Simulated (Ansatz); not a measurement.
```yaml
crystal:
  periodic: [false, false, false]
  atoms:
    - {symbol: As, position_ang: [-0.621269, -0.186958, -0.001311]}
    - {symbol: Mg, position_ang: [1.941655, 0.519481, 0.003968]}
    - {symbol: H, position_ang: [-0.640361, 1.370363, 0.001813]}
basis:
  gaussian: {orbitals: def2-TZVP}
magnetization: {spin_polarized: true, initial_magnetization: 2}
hamiltonian: {xc: pbe0}
relax: {f_tol: 0.004, max_steps: 80}
```

```sh
$ ansatz run in.yaml --threads 1 --pin off --events-out ev --progress --plain --max-ram 2176MiB
```

Steps of the relaxation (energy above the last step; positions in Å, forces in eV/Å):

```
3
step 1, 30.4 meV
As   -0.621   -0.187   -0.001    0.292    0.398    0.001
Mg    1.942    0.519    0.004   -0.128   -0.137    0.000
H    -0.640    1.370    0.002   -0.164   -0.261   -0.001
```

```
3
step 2, 7.8 meV
As   -0.577   -0.162   -0.001    0.046    0.156    0.000
Mg    1.958    0.487    0.004    0.036   -0.046    0.000
H    -0.701    1.378    0.002   -0.081   -0.110    0.000
```

```
3
step 3, 0.4 meV
As   -0.549   -0.137   -0.001   -0.033    0.045    0.000
Mg    1.999    0.455    0.004    0.040    0.001    0.000
H    -0.771    1.385    0.002   -0.007   -0.046    0.000
```

```
3
step 5, 0.0 meV
As   -0.547   -0.131   -0.001    0.000    0.001    0.000
Mg    2.013    0.449    0.004    0.000    0.000    0.000
H    -0.786    1.385    0.002    0.000   -0.001    0.000
```

Close pairs at the end: As1–H3 1.535 Å, As1–Mg2 2.625 Å.

A stationary point of unrestricted PBE0 after 5 steps, with ⟨S²⟩ = 2.010 against 2.00 for a pure state; no frequencies were run, so it isn't proven a minimum. 24 s on 1 thread of Arm Neoverse V1, shared host.
